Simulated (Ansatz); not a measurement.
Ideal-gas functions of CH3NO (`NC=O`) at 600 K and 1 bar, from an Ansatz frequency run at PBE0-D4/def2-TZVP.

Molar mass 45.04 g/mol, point group Cs (symmetry number 1), electronic degeneracy 1, moments of inertia 6.819, 44.081, 50.9 u Å². Harmonic wavenumbers (cm⁻¹, unscaled): 243, 570, 650, 1050, 1063, 1287, 1420, 1619, 1832, 2957, 3611, 3752.

Use S(trans) = R[1.5 ln M + 2.5 ln T − 1.1517]; rotational temperatures θ = 24.2544 K / I; S(rot) = R[ln(√π/σ · √(T³/θAθBθC)) + 1.5]; for each mode x = 1.438777 ν̃/T, S = R[x/(eˣ − 1) − ln(1 − e⁻ˣ)] and H = RT x/(eˣ − 1); 1 cm⁻¹ = 0.0119627 kJ/mol; R = 8.31446 J/(mol·K).

Task: By hand: the entropy, in J/(mol·K).

Result: Translation 170.9. Rotation: θ = 3.5569, 0.5502, 0.4765 K, giving 97.3. Vibration, mode by mode: 12.92, 6.33, 5.42, 2.54, 2.47, 1.62, 1.25, 0.85, 0.56, 0.06, 0.01, 0.01, in all 34.0. Electronic 0.0. Sum 302.2 J/(mol·K).

Task: By hand: H − E and G − E in kJ/mol, counted from the electronic energy.

Result: Zero-point energy ½ × 20054 × 0.0119627 = 119.9; thermal vibration 12.3; translation, rotation and pV give 4 RT = 20.0. H − E = 152.2 kJ/mol, and G − E = 152.2 − 600 × 302.2/1000 = -29.1 kJ/mol.

Vibration gives 11 % of the entropy. The sum counts one conformer and one mirror image; others add a mixing term.
